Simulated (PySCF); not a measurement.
**UPBE0/STO-6G run of AlF2 (SMILES [F][Al][F])**

What is the vertical doublet–quartet gap of AlF2 at UPBE0/STO-6G? Input form: a Python script.

The calculation is run with PySCF 2.14.0.

16 further runs of the same task are left out: 2 that didn't finish, 14 set aside as unsound or not needed.

### Step 1. The structure to begin with

The species is AlF2 (3 atoms), meant as a doublet with charge 0. As SMILES, `[F][Al][F]`. The coordinates come from a PBE0-D4/def2-TZVP relaxation.

Bond lengths: F1–Al2 1.647 Å, Al2–F3 1.647 Å. Angles: F1–Al2–F3 119.7°.

### Step 2. A single-point energy at UPBE0/STO-6G

File calc.py:

```python
# [F][Al][F]
from pyscf import gto, dft

mol = gto.Mole()
mol.atom = '''
F      0.533000    -1.361200     0.136400
Al     0.388700     0.275400     0.245200
F     -0.932500     1.021000    -0.394800
'''
mol.spin = 1
mol.basis = 'sto-6g'
mol.max_memory = 1860
mol.verbose = 4
mol.build()

myscf = dft.UKS(mol, xc='pbe0')
myscf.grids.level = 5
myscf.conv_tol = 1e-10
myscf.kernel()
if not myscf.converged:
    myscf = myscf.newton().run(myscf.mo_coeff, myscf.mo_occ)

e_tot = myscf.e_tot
print('E(%s) = %.9f' % ('PBE0', e_tot))
```

The run is started by

```sh
$ OMP_NUM_THREADS=1 python calc.py
```

Log:

```text
PySCF version 2.14.0

[INPUT] num. atoms = 3
[INPUT] num. electrons = 31
[INPUT] charge = 0
[INPUT] spin (= nelec alpha-beta = 2S) = 1
[INPUT] symmetry False subgroup None
[INPUT] Mole.unit = angstrom
[INPUT] Symbol           X                Y                Z      unit          X                Y                Z       unit  Magmom
[INPUT]  1 F      0.533000000000  -1.361200000000   0.136400000000 AA    1.007224024393  -2.572295200758   0.257758643391 Bohr   0.0
[INPUT]  2 Al     0.388700000000   0.275400000000   0.245200000000 AA    0.734536544618   0.520430574705   0.463360845743 Bohr   0.0
[INPUT]  3 F     -0.932500000000   1.021000000000  -0.394800000000 AA   -1.762169611157   1.929410373181  -0.746063873978 Bohr   0.0

nuclear repulsion = 90.2607529446251
number of shells = 11
number of NR pGTOs = 114
number of NR cGTOs = 19
basis = sto-6g
ecp = {}

[... 33 lines left out ...]
WARN: HOMO -0.163230951558828 >= LUMO -0.163230951558826
[... 42 lines left out ...]
converged SCF energy = -439.851472799361  <S^2> = 0.75303099  2S+1 = 2.0030287
E(PBE0) = -439.851472799
```

It took 4.5 s on 1 thread of Arm Neoverse V1, shared host; peak memory 0.2 GiB.

### Step 3. The quartet

File job.py:

```python
from pyscf import gto, dft

mol = gto.M(
    atom='F 0.533000 -1.361200 0.136400; Al 0.388700 0.275400 0.245200; F -0.932500 1.021000 -0.394800',
    max_memory=1860,
    spin=3,
    charge=0,
    basis='sto-6g',
    verbose=3,
)

ks = dft.UKS(mol, xc='pbe0')
ks.grids.level = 5
ks.conv_tol = 1e-10
ks.kernel()
if not ks.converged:
    ks = ks.newton().run(ks.mo_coeff, ks.mo_occ)

e_tot = ks.e_tot
print('E(%s) = %.9f' % ('PBE0', e_tot))
```

The run is started by

```sh
$ OMP_NUM_THREADS=1 python job.py
```

Log:

```text
WARN: HOMO 0.068915200102907 >= LUMO -0.530984722303145

WARN: HOMO 0.120010651401899 >= LUMO -0.0709641486364246

WARN: HOMO 0.135578393415623 >= LUMO -0.112204334085016

WARN: HOMO 0.134920303485114 >= LUMO -0.111556911569239

WARN: HOMO 0.13490416402892 >= LUMO -0.111468875786208

WARN: HOMO 0.13486196572921 >= LUMO -0.111111756926468

WARN: HOMO 0.134847225726044 >= LUMO -0.111098217315258

WARN: HOMO 0.1348532554573 >= LUMO -0.111063310705531

WARN: HOMO 0.134854310020904 >= LUMO -0.111065862900703

WARN: HOMO 0.134854767915694 >= LUMO -0.111065934300354

WARN: HOMO 0.134854809326788 >= LUMO -0.111065934079941

converged SCF energy = -439.553108323337  <S^2> = 3.7529778  2S+1 = 4.0014886
E(PBE0) = -439.553108323
```

It took 4.5 s on 1 thread of Arm Neoverse V1, shared host; peak memory 0.2 GiB.

### Step 4. Summary of results

Level: UPBE0/STO-6G.

| quantity | value |
| --- | --- |
| doublet: total energy | -439.85147 Eh |
| doublet: dipole moment | 1.39 D |
| doublet: HOMO energy (highest over α and β) | -1.27 eV |
| doublet: LUMO energy (lowest over α and β) | 2.77 eV |
| doublet: ⟨S²⟩ | 0.753 |
| quartet: total energy | -439.55311 Eh |
| quartet: dipole moment | 0.09 D |
| quartet: ⟨S²⟩ | 3.753 |
| vertical energy of the quartet above the doublet | 8.119 eV |

What this shows: At this shape the quartet lies 8.12 eV (187 kcal/mol) above the doublet. In a minimal basis such a difference can be off by several eV, whatever the method. Mulliken charges (doublet) run from -0.30 on F1 to +0.60 on Al2; they depend strongly on the basis. Mulliken charges (quartet) run from -0.12 on F1 to +0.23 on Al2.
